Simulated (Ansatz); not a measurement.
A made-up structure of CH3OS, doublet:

```xyz
6
angstrom
C -0.3570 0.2746 -0.1673
O 0.6185 -0.0335 0.8289
S 1.5452 -1.3248 0.5578
H 0.9214 0.3370 1.6726
H 0.1292 0.4613 -1.1265
H -0.8711 1.1723 0.1763
```

It is relaxed with PBE-D4/def2-SVP and then PBE0-D4/def2-TZVP (Ansatz 0.2.0). Atoms count as bonded within 1.22 times the sum of their covalent radii (H–H: 0.88 Å). The end point is not checked to be a true minimum.

Does its bonding change? (Judge from chemistry; the calculation decides.)

Computed: Yes. Formed: C1–S3; broken: O2–S3.

Where it ends: The first stage lowers the energy by 4.27 eV in 24 steps. It ends as CH₃OS ([OH][CH2][S]):
```xyz
6
angstrom
C 0.2748 0.2588 0.0075
O -0.4524 -0.2127 1.0993
S 1.9662 -0.2687 -0.1232
H 0.1237 -0.2098 1.8699
H -0.2601 -0.0421 -0.8984
H 0.3341 1.3614 -0.0132
```

Labels in which every atom is bracketed show which atoms are joined, not bond orders.

For scale, one of the runs: PBE0-D4/def2-TZVP relaxation, 117 basis functions, launched by `ansatz run in.yaml --threads 2 --pin off --events-out ev --progress --plain --max-ram 4352MiB`. The run took about 38 s on 2 CPU threads of an Arm Neoverse V2 (shared host).
